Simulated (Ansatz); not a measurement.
# NH2Cl (triplet): the correlation ladder at distance Cl1–H2 along a hydrogen transfer = 1.422 Å, cc-pVDZ

The task here is to estimate one member of a computed series from the others.

The runs use Ansatz 0.2.0, Gaussian basis; cc-pVDZ, core rule «outside noble gas», up to 6 orbitals frozen.

The runs, in order: UHF; CCSD(T) on ROHF; CCSD(T) on UHF; BCCD(T) on ROHF; CISD; CCSDT(Q) on ROHF; CCSDT(Q) on UHF; CASSCF and MRCISD+Q, 4 electrons in 4 orbitals; CASSCF and NEVPT2, 4 electrons in 4 orbitals; CASSCF and MRCISD+Q, 14 electrons in 10 orbitals; CASSCF and NEVPT2, 14 electrons in 10 orbitals.

5 further runs of the same task are left out: 5 that didn't finish.

## What is computed

The geometry derives from fragments relaxed apart (PBE0/def2-TZVP) and kept rigid, so it is no stationary point. A hydrogen atom is moved between rigid fragments.

4 atoms, charge 0, spin multiplicity 3.

Atoms are counted from 1 here; the program's logs count them from 0.

Bond lengths: Cl1–H2 1.422 Å, H2–N3 1.231 Å, N3–H4 1.040 Å. Angles: Cl1–H2–N3 180.0°, H2–N3–H4 105.0°.

Coordinates:

```tsv
atom	x (Å)	y (Å)	z (Å)
Cl1	-0.8070	0.0197	0.0000
H2	0.6150	0.0197	0.0000
N3	1.8460	0.0197	0.0000
H4	2.1151	-0.9846	0.0000
```

Set-up of the first run:

in.yaml

```yaml
crystal:
  periodic: [false, false, false]
  atoms:
    - {symbol: Cl, position_ang: [-0.806953, 0.019664, 0.000000]}
    - {symbol: H, position_ang: [0.615047, 0.019664, 0.000000]}
    - {symbol: N, position_ang: [1.846047, 0.019664, 0.000000]}
    - {symbol: H, position_ang: [2.115129, -0.984563, 0.000000]}
basis:
  gaussian: {orbitals: cc-pVDZ}
magnetization: {spin_polarized: true, initial_magnetization: 2}
hamiltonian: {xc: hf}
output: {orbitals: {seedname: orbitals}}
```

The run is started by

```console
$ ansatz run in.yaml --threads 1 --pin off --events-out ev --progress --plain --max-ram 2393MiB
```

Among the steps run: UHF; CCSD(T) on ROHF; CCSD(T) on UHF; BCCD(T) on ROHF; CISD; CCSDT(Q) on ROHF; CCSDT(Q) on UHF; CASSCF and MRCISD+Q, 4 electrons in 4 orbitals; CASSCF and NEVPT2, 4 electrons in 4 orbitals; CASSCF and MRCISD+Q, 14 electrons in 10 orbitals; CASSCF and NEVPT2, 14 electrons in 10 orbitals.

One of the session's tables, all rows but one given; the rest of the session is left out.

It belongs to the step «Misses and costs». 

| method | from UCCSDT(Q) (meV) |
| --- | --- |
| ROHF | +8725.7 |
| UHF | +8423.5 |
| RMP2 | +1165.0 |
| UMP2 | +1145.1 |
| CISD | +914.0 |
| RCCSD | +214.9 |
| UCCSD | +204.7 |
| RCCSD(T) | +38.4 |
| UCCSD(T) | +37.0 |
| BCCD(T) | +37.5 |
| RCCSDT | +16.7 |
| UCCSDT | +15.0 |
| RCCSDT(Q) | +1.5 |
| UCCSDT(Q) | 0 |
| CASSCF valence | +7212.3 |
| NEVPT2 valence | ? |
| MRCISD valence | +589.5 |
| MRCISD+Q valence | +40.1 |

Estimate the missing values for NEVPT2 valence.

The run gave: from UCCSDT(Q) (meV): +1418.5. In the column «from UCCSDT(Q) (meV)» it lies between RMP2 (+1165.0) and CASSCF valence (+7212.3).

Left out of the table: CASSCF pair, NEVPT2 pair, MRCISD pair, MRCISD+Q pair (the active space lost an orbital or holds another state than full CI finds).

Caveats from the session: Restricted and unrestricted rows rest on different reference determinants; where their highest levels disagree by more than a few hundredths of an eV, they describe different states and don't form one ladder. Warnings in the runs' records: passed over end.
